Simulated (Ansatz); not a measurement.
PbSeO₄ (P2₁/c, No. 14), treated with G0W0@PBEsol (plane waves, hard PAW, contour deformation; Ansatz, a first-principles code).

The cell has the measured lattice parameters. Conventional cell: a = 6.9540 Å, b = 7.4070 Å, c = 8.7703 Å, α = 90.00°, β = 127.41°, γ = 90.00°.

One run with a 6×4×4 mesh, response cutoff 50 eV and 529 empty bands, not extrapolated in mesh or basis; no spin–orbit coupling.

Highest filled and lowest empty level by k point (fractions of the reciprocal vectors of the cell (6.954 0.000 0.000) (0.000 7.407 0.000) (-5.328 0.000 6.967) Å; eV from the valence maximum of each method):

| k | PBEsol filled | PBEsol empty | QP filled | QP empty |
|---|---|---|---|---|
| 0 0 0 | -0.14 | 4.65 | -0.17 | 6.89 |
| 0 0.25 0.25 | -0.10 | 4.13 | (withheld) | (withheld) |
| 0.167 0 -0.25 | -0.13 | 4.52 | -0.14 | 6.68 |
| 0.167 0.25 0.25 | -0.11 | 4.04 | (withheld) | (withheld) |
| 0.333 0 0 | 0.00 | 4.05 | 0.00 | 6.02 |
| 0.333 0.25 -0.25 | -0.15 | 4.06 | -0.16 | 6.03 |
| 0.333 -0.5 -0.25 | -0.16 | 3.93 | -0.17 | 5.88 |
| -0.5 0.25 0 | -0.05 | 3.79 | -0.06 | 5.50 |

Question: Estimate the withheld levels to about 0.1 eV.

Answer: 
- 0 0.25 0.25, QP filled: -0.10
- 0 0.25 0.25, QP empty: 6.21
- 0.167 0.25 0.25, QP filled: -0.12
- 0.167 0.25 0.25, QP empty: 6.09

Note: filled d or f shells below the valence bands can shift G0W0 gaps through exchange with them, which wasn't tested here; cell and atoms aren't relaxed at this level.
